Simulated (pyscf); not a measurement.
F–N•–F + silane (SiH₄) -> F–N(F)–SiH₃ + H atom (H•) (substitution at Si; doublet surface; H–Si broken, N–Si formed). Structures and frequencies: ωB97X-D3(BJ)/def2-SVP in PySCF. Energies in eV from the separated reactants.

```csv
level,barrier,reaction energy
ωB97X-D3(BJ)/def2-TZVP,1.69,+1.43
PBE/def2-TZVP,1.16,+1.44
r²SCAN/def2-TZVP,?,+1.53
B3LYP-D3(BJ)/def2-TZVP,?,?
PBE0-D3(BJ)/def2-TZVP,1.44,+1.44
HF/def2-TZVP,2.58,+1.65
```

Q: Fill in the missing entries.

A: 
- r²SCAN/def2-TZVP, barrier: 1.28
- B3LYP-D3(BJ)/def2-TZVP, barrier: 1.48
- B3LYP-D3(BJ)/def2-TZVP, reaction energy: +1.51

At PBE, r²SCAN, B3LYP-D3(BJ) this geometry lies under the product side: in single points on another level's saddle the reverse barrier vanishes, and the forward threshold there is about the reaction energy. The same reactants have a lower exit, to F–NH–F + SiH₃• (barrier +1.04 eV at ωB97M-D3(BJ), against +1.65 eV here). F–N(F)–SiH₃ lies 8.78 eV over its isomer H₂N–SiH(F)–F, and others may lie lower still (electronic energy, ωB97M-D3(BJ)). This is the saddle that the search found; another between the same sides may lie lower. The angle at the attacked Si is 164°.
